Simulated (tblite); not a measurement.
Species: C5H9P.
Atom-mapped SMILES: `[CH:1]#[C:2][P:3](=[CH2:4])([CH3:5])[CH3:6]` (hydrogens: H7 on C1; H8, H9 on C4; H10, H11, H12 on C5; H13, H14, H15 on C6)

The geometry is computed with GFN2-xTB (gas phase).

(1) Give the optimised bond lengths and angles.

## Answers

(1) 
```csv
bond,length (pm),order
C1≡C2,120.2,triple
C2–P3,176.4,single
P3=C4,170.1,double
P3–C5,188.3,single
P3–C6,182.4,single
C1–H7,105.2,single
"C4–H8, C4–H9",108.8,single
C5–H10 and 5 like bonds,108.9,single
```

Bonds in one row agree within 1 pm and their mean is given. Orders are formal, as drawn. A selection of angles:
```csv
angle,degrees
C2–C1–H7,179.3
C1–C2–P3,176.1
C2–P3–C4,107.6
C2–P3–C5,98.6
C2–P3–C6,104.6
C4–P3–C5,132.4
C4–P3–C6,109.5
C5–P3–C6,101.0
P3–C4–H8,110.7
H8–C4–H9,111.6
P3–C5–H10,108.6
P3–C5–H11,108.5
P3–C5–H12,112.2
H10–C5–H11,108.6
```

P3 (phosphorus bonded to 4 C) has angles from 98.6° to 132.4°. The 4 C–P bonds span 1.701 Å (P3=C4, drawn double) to 1.883 Å (P3–C5, drawn single), a spread of 0.182 Å.

Its GFN2-xTB frequencies are all real (lowest 112 cm⁻¹).
